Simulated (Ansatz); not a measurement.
Results of r²SCAN+rVV10 (Ansatz, a program for electronic structure, plane waves, PAW) for black phosphorus.

Numerical settings: plane-wave cutoff 560 eV, 10×10×8 k mesh (along the axes of the cell as run), Fermi–Dirac smearing 0.01 eV, scalar-relativistic PAW data made under PBE.

Cell (relaxed at this level):

```yaml
crystal:
  lattice:
    - [1.65109, -5.34515, 0.00000]
    - [1.65109, 5.34515, 0.00000]
    - [0.00000, 0.00000, 4.46553]
  atoms:
    - { symbol: P, position: [0.09910, 0.90090, 0.91495] }
    - { symbol: P, position: [0.40090, 0.59910, 0.41495] }
    - { symbol: P, position: [0.59910, 0.40090, 0.58505] }
    - { symbol: P, position: [0.90090, 0.09910, 0.08505] }
```

Estimate the bulk modulus B0, band gap and Γ–Γ gap that the calculation returns.


* **bulk modulus B0**: 24.9 GPa
* **band gap**: 0.03 eV (under three smearing widths, so not firm)
* **Γ–Γ gap**: 2.07 eV

Measured, for comparison: band gap 0.35 eV (temperature not stated, not corrected to a static lattice; as tabulated in Das et al. (2018), arXiv:1807.05623); bulk modulus 29.8 ± 0.7 GPa (room temperature, not corrected to a static lattice, our sources range from 29.8 to 33.3; as tabulated in Muhammad et al. (2024), arXiv:2307.07533). Computed (rounded) less measured: band gap -0.32 eV, bulk modulus -16 % (against room or unstated temperature, where such soft solids are markedly softer).

Note: the bulk modulus comes from volumes at which shape and atoms were relaxed.

Computed values are for the static lattice.

Cost on a shared machine: about 13 core-minutes (a rough figure).
